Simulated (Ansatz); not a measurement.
Z-matrix (Å, degrees):
```
C
F 1 1.354
C 1 1.494 2 110.3
F 1 1.354 2 107.1 3 120.1
H 1 1.094 2 108.8 3 -122.4
F 3 1.331 1 113.0 2 59.1
C 3 1.318 1 124.7 2 -120.9
H 7 1.081 3 119.7 1 -0.0
H 7 1.082 3 121.3 1 180.0
```

Charge 0, multiplicity 1.

**Question.** List the ωB97M-V/def2-TZVPP orbital energies in eV (the Gaussian-basis code of Ansatz). (An estimate is asked.)

**Answer.** Computed: Occupied: -678.45, -678.18, -678.18, -286.38, -284.47, -282.13, -38.28, -37.59, -36.58, -25.76, -22.93, -20.31, -18.77, -18.39, -18.36, -16.67, -16.37, -15.76, -14.91, -14.46, -14.32, -14.08, -12.55, -10.63. Lowest empty: 1.64, 2.81, 3.74, 4.37, 4.72, 5.11, 5.73, 6.63.
